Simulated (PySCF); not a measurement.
**Working with the constants of SiB**

UHF-CCSD(T) constants of SiB, ⁴Σ⁻ (quartet), unpaired electrons σ ↑, π ↑↑ (Si 6-311G(d,p), B 6-311G(d,p); no relativity (PySCF 2.14); masses 27.9769 and 11.0093 u):

- ωe: 737.3 cm⁻¹
- ωexe: 5.28 cm⁻¹
- Be: 0.57461 cm⁻¹
- αe: 0.00561 cm⁻¹
- D (centrifugal): 1.4e-06 cm⁻¹
- De to Si + B: 3.02 eV

Give the vibrational terms G(v) and spacings up to v = 6.

G(v) = ωe(v+½) − ωexe(v+½)².

| v | G(v) (cm⁻¹) | G(v) − G(v−1) | Bv (cm⁻¹) |
| --- | --- | --- | --- |
| 0 | 367 |  | 0.5718 |
| 1 | 1094 | 727 | 0.5662 |
| 2 | 1810 | 716 | 0.5606 |
| 3 | 2516 | 706 | 0.5550 |
| 4 | 3211 | 695 | 0.5494 |
| 5 | 3895 | 684 | 0.5438 |
| 6 | 4569 | 674 | 0.5381 |

How well does the Morse estimate ωe²/(4ωexe) reproduce De, and what is D0?

It gives 3.19 eV, 106 % of the computed De. D0 = De − G(0) = 3.02 − 0.05 = 2.97 eV.

Correlated steps freeze 6 core orbitals. The CCSD T1 diagnostic is raised, a sign that a single reference may not be enough here. The state is the lowest determinant that a PBE0 search found; another state may lie lower at other levels.
